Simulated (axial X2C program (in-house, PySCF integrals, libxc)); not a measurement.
Nuclear properties of NaO⁻

Calculated with an axial X2C code built on PySCF integrals: two-component X2C with atomic mean-field Coulomb and Gaunt terms, Gaussian nuclei, basis Na dyall-av3z, O dyall-av3z with contracted cores.

R = 2.137 Å (near the PBE0 minimum at charge -1 of the determinant lowest at the starting distance; the state shown can have its own minimum elsewhere).

Input and command:
```json
{"zs": [11, 8], "q": -1, "bas": ["dyall-av3z", "dyall-av3z"], "r0": 2.17, "levels": ["PBE0", "HF", "BHandHLYP", "B3LYP", "PBE50"], "nst": 3}
```
```bash
python soeom.py task.json out
```

Keys: zs atomic numbers; q charge; bas basis sets; r0 starting distance in Å; levels methods; nst determinants followed.

Determinant lowest in the PBE0 search, Ω = 2 (⟨Sz⟩ = 1.00, ⟨Lz⟩ = 1.00 at PBE0), spin on the atoms Na 0.48, O 0.52:

```tsv
level	Eeff magnitude (GV/cm)	Ws magnitude Na (kHz)	Ws magnitude O (kHz)	A∥/gI Na (MHz)	qzz Na (a.u.)	A∥/gI O (MHz)	qzz O (a.u.)
PBE0	0.0147	0.00233	0.000439	32.1	-0.34	152	-1.41
HF	0.0133	0.00217	0.000298	23.8	-0.38	162	-1.42
BHandHLYP	0.0178	0.00288	0.000481	37.8	-0.37	161	-1.44
B3LYP	0.0178	0.00287	0.000516	39.2	-0.35	156	-1.44
PBE50	0.0142	0.00227	0.000378	31	-0.36	155	-1.41
```

Eeff is the effective electric field on the electron electric dipole moment in this Ω state and Ws the scalar–pseudoscalar constant of the nucleus named (defined with the proton number Z and per Ω); A∥ (defined per Ω) follows by multiplying with gI = μI/(I μN); qzz is the electric field gradient, eQq0 = 234.96 MHz × Q/barn × qzz. The operators were transformed with the bare-nucleus X2C matrices; with these basis sets, hyperfine constants and field gradients can be off by tens of per cent, and where levels differ in sign neither size nor sign is settled.

(1) With gI(23Na) = 1.4783, Q(23Na) = 0.104 barn, gI(17O) = -0.7575, Q(17O) = -0.02558 barn (g factors from the IAEA table of nuclear moments by Stone; Q from Pyykkö, Mol. Phys. 2018), turn the PBE0 values of the first state into constants in MHz.

Each state is one determinant with collinear spin, which with several unpaired electrons need not be a pure state. Unrestricted Hartree–Fock can overshoot spin polarisation at the nuclei. For an anion, determinants above electron detachment, or with a positive highest level, are held by the basis set. With several open shells hyperfine constants can be off by a factor of several. Open-shell Ω = 0 determinants with evenly filled partner blocks cannot be reached by this program, so the Ω shown need not be the lowest component. States lie within half an eV, so the first need not be the ground state. Further determinants of the search, some of them spin-mixed, are not shown.

Answers

(1) A∥(23Na) = 32.1 × 1.4783 = 47.5 MHz; eQq0(23Na) = 234.96 × (0.104) × (-0.34) = -8.31 MHz; A∥(17O) = 152 × -0.7575 = -115 MHz; eQq0(17O) = 234.96 × (-0.02558) × (-1.41) = 8.47 MHz.
